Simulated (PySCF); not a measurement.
Ionisation energy of B by level of theory

B [He] 2s2 2p1 (2P) → B⁺ [He] 2s2 (1S), as a difference of total energies. Computed with PySCF 2.14 in 6-31G* (3s2p1d, 14 functions), with no relativity, point nucleus. Correlated levels: valence: 1s2 frozen. The calculations carry no spin-orbit coupling.

```
           method  ionisation energy (eV)  error (eV)
              UHF                   7.835      -0.462
             MN15                   7.925      -0.372
           r2SCAN                   8.583      +0.286
    MP2 (valence)                   7.909      -0.388
SCS-MP2 (valence)                   7.870      -0.427
   CCSD (valence)                   7.770      -0.527
CCSD(T) (valence)                   7.791      -0.506
```

Reference: 8.297 eV (measured; NIST levels, between the centres of gravity of the two terms).

Errors of the correlated levels include the incompleteness of this basis and the frozen core.

The coupled-cluster amplitudes are large for B⁺ (T1 above 0.03 or a double amplitude above 0.15), so a single reference is strained.
